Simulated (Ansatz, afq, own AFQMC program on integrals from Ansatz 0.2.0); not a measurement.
Two steps: Ansatz 0.2.0 writes the Fock matrix and Cholesky factors of the valence space, and afq projects on them the lowest state that overlaps trial and start.

```yaml
crystal:
  periodic: [false, false, false]
  atoms:
    - {symbol: N, position_ang: [0.000000, 0.000000, 0.000000]}
    - {symbol: H, position_ang: [0.000000, 0.000000, 1.036583]}
basis:
  gaussian: {orbitals: aug-cc-pVTZ}
total_charge: -1
magnetization: {spin_polarized: true, initial_magnetization: 3}
correlation: {method: ccsd_t, electrons: outside_noble_gas, hamiltonian_folder: ham}
```

```sh
$ ansatz run in.yaml --threads 1 --pin off --events-out ev --progress --plain --max-ram 16896MiB --backend cuda --devices 0, --max-vram 18GiB
```

afq runs on the folder ham with

```
--method free --trial cisd --walkers 1800 --time-step 0.03 --max-blocks 4000 --target-error 0.00032 --factor-cut 1e-05 --seed 7436 --times 0,0.3,0.6,1.2,1.8,2.4,3.6,4.8,6 --taylor-order 8
```

Times are imaginary, in 1/Eh. The walk had a cap of 117 s.

Log:

```
orbitals 68  electrons 5 2  factors 418 of 418
reference energy -54.95369505 Eh
CCSD correlation -0.16227471 Eh in 11 cycles, weight of the determinant in the CISD state 0.9418
repeat  energy at the last time / Eh  error
    10  -55.121218  0.000233
    20  -55.121370  0.000144
    30  -55.121437  0.000131
time / (1/Eh)  energy / Eh  error  mean overlap
  0.00  -55.115961  0.000015  1.0618
  0.30  -55.119905  0.000036  1.0596
  0.60  -55.120737  0.000038  1.0573
  1.20  -55.121122  0.000037  1.0574
  1.80  -55.121163  0.000043  1.0559
  2.40  -55.121342  0.000051  1.0512
  3.60  -55.121295  0.000079  1.0542
  4.80  -55.121557  0.000097  1.0370
  6.00  -55.121430  0.000127  1.0261
energy -55.121430 +/- 0.000127 Eh
```

The run passed its tests (error under three times the target), which doesn't prove that it has relaxed.

Against this walk (error 3.5 meV) on the same determinant: CCSD(T) 21.5 meV higher, CCSDT(Q) 1.9 meV higher (within the noise). The error is statistical, and a free projection of finite length keeps a remainder of its start.

Cautions: remainder of the start not in the error; another spin lies lower; at this level and basis the anion state lies above a neutral one.

The walk took 31 s on 1 × NVIDIA H100 80GB HBM3 with 2 threads of AMD EPYC 7R13 Processor (Zen 3) (shared host) (the card was shared). The log's last line is the free-projection energy.

CCSDT and higher add their correlation energy to the determinant of the CCSD(T) run, since their own runs factorise the integrals more tightly (a shift of under 2 meV). A walk keeps the symmetry of its determinant, which the program's search chose and which needn't be the lowest solution, so a lower state of the same spin and another symmetry isn't excluded.
